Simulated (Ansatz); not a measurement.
# Basis-set limit of CH₃N⁺, doublet

```xyz
5

N    -0.1361    0.0000    0.6653
C     0.1131    0.0000   -0.6766
H     0.7075    0.0000    1.2483
H    -0.0823    0.9269   -1.2151
H    -0.0823   -0.9269   -1.2151
```

Connectivity, by distances: NH–CH2.

Ansatz 0.2.0, UHF determinant, valence electrons correlated. Energies in eV.

```json
{"set": "def2-TZVPP", "X": "3", "functions": "104", "Hartree–Fock": "-2550.2563", "MP2 correlation": "-8.2866", "CCSD(T) correlation": "-9.5611", "time": "3 s on 1 × NVIDIA H100 80GB HBM3 with 1 thread of AMD EPYC 7R13 Processor (Zen 3) (shared host)"}
{"set": "def2-QZVPP", "X": "4", "functions": "204", "Hartree–Fock": "-2550.3693", "MP2 correlation": "-8.8689", "CCSD(T) correlation": "-10.0766", "time": "5.5 s on 1 × NVIDIA H100 80GB HBM3 with 1 thread of AMD EPYC 7R13 Processor (Zen 3), on a shared host"}
```

Hartree–Fock is taken to follow E(X) = E∞ + A·exp(−7.88·√X), correlation E(X) = E∞ + B·X^−2.97.

Cautions: higher spins were not checked; raised T1 diagnostic; ⟨S²⟩ of the determinant is 0.91 against 0.75, spin contaminated.

Work out the CCSD(T) energy at the limit, and how far the shortcut misses it that extrapolates MP2 and adds CCSD(T) minus MP2 from the smaller set.

Hartree–Fock: E∞ = E4 + 0.1377·(E4 − E3) = -2550.3848. Correlation: E∞ = E4 + 0.7407·(E4 − E3) = -10.4584 for CCSD(T) and -9.3002 for MP2. The limit is -2560.8432 eV, 0.397 eV below def2-QZVPP. The shortcut gives a correlation energy of -9.3002 + (-1.2746) = -10.5748, 116 meV lower than the direct value.
